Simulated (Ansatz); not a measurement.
**BH₃O (triplet): wave-function methods side by side at distance B1–H4 along a hydrogen transfer = 1.336 Å, cc-pVDZ**

The task here is to estimate one member of a computed series from the others.

Computed with Ansatz 0.2.0, Gaussian basis. Level: cc-pVDZ, core rule «outside noble gas», up to 2 orbitals frozen.

The runs, in order: UHF; CCSD(T) on ROHF; CCSD(T) on UHF; BCCD(T) on ROHF; CISD; CCSDT(Q) on ROHF; CCSDT(Q) on UHF; CASSCF and MRCISD+Q, 4 electrons in 4 orbitals; CASSCF and NEVPT2, 4 electrons in 4 orbitals.

17 further runs of the same task are left out: 9 for a known fault of the program, 2 for a mislabelled method, 5 that didn't finish, 1 set aside as unsound or not needed.

### The system

The geometry derives from fragments relaxed apart (PBE0/def2-TZVP) and kept rigid, so it is no stationary point. A hydrogen atom is moved between rigid fragments.

5 atoms, charge 0, spin multiplicity 3.

Atoms are counted from 1 here; the program's logs count them from 0.

Bond lengths: B1–H2 1.193 Å, B1–H3 1.193 Å, B1–H4 1.336 Å, H4–O5 1.180 Å. Angles: H2–B1–H3 120.0°, H2–B1–H4 120.0°, H3–B1–H4 120.0°, B1–H4–O5 180.0°.

Set-up of the first run:

Input file in.yaml:

```yaml
crystal:
  periodic: [false, false, false]
  atoms:
    - {symbol: B, position_ang: [-1.354088, 0.000000, 0.000000]}
    - {symbol: H, position_ang: [-1.950821, 1.033571, 0.000000]}
    - {symbol: H, position_ang: [-1.950821, -1.033571, 0.000000]}
    - {symbol: H, position_ang: [-0.018088, 0.000000, 0.000000]}
    - {symbol: O, position_ang: [1.161912, 0.000000, 0.000000]}
basis:
  gaussian: {orbitals: cc-pVDZ}
magnetization: {spin_polarized: true, initial_magnetization: 2}
hamiltonian: {xc: hf}
output: {orbitals: {seedname: orbitals}}
```

Run with:

```sh
$ ansatz run in.yaml --threads 1 --pin off --events-out ev --progress --plain --max-ram 2393MiB
```

Among the steps run: UHF; CCSD(T) on ROHF; CCSD(T) on UHF; BCCD(T) on ROHF; CISD; CCSDT(Q) on ROHF; CCSDT(Q) on UHF; CASSCF and MRCISD+Q, 4 electrons in 4 orbitals; CASSCF and NEVPT2, 4 electrons in 4 orbitals.

One table of the session follows, with a row left open; its other results are not shown here.

It belongs to the step «Misses and costs». 

```
   method  from UCCSDT(Q) (meV)
     ROHF               +7623.4
      UHF               +7225.0
     RMP2               +1118.9
     UMP2                     ?
     CISD                +666.3
    RCCSD                +163.2
    UCCSD                +153.0
 RCCSD(T)                 +35.2
 UCCSD(T)                 +34.1
  BCCD(T)                 +35.3
   RCCSDT                 +11.8
   UCCSDT                 +10.1
RCCSDT(Q)                  +1.3
UCCSDT(Q)                     0
```

Estimate the missing values for UMP2.

**Answer.** from UCCSDT(Q) (meV): +1206.9. In the column «from UCCSDT(Q) (meV)» it lies between RMP2 (+1118.9) and UHF (+7225.0).

Left out of the table: CASSCF pair, NEVPT2 pair, MRCISD pair, MRCISD+Q pair (the active space lost an orbital or holds another state than full CI finds).

To keep in mind: Restricted and unrestricted rows rest on different reference determinants; where their highest levels disagree by more than a few hundredths of an eV, they describe different states and don't form one ladder. Warnings in the runs' records: passed over end.
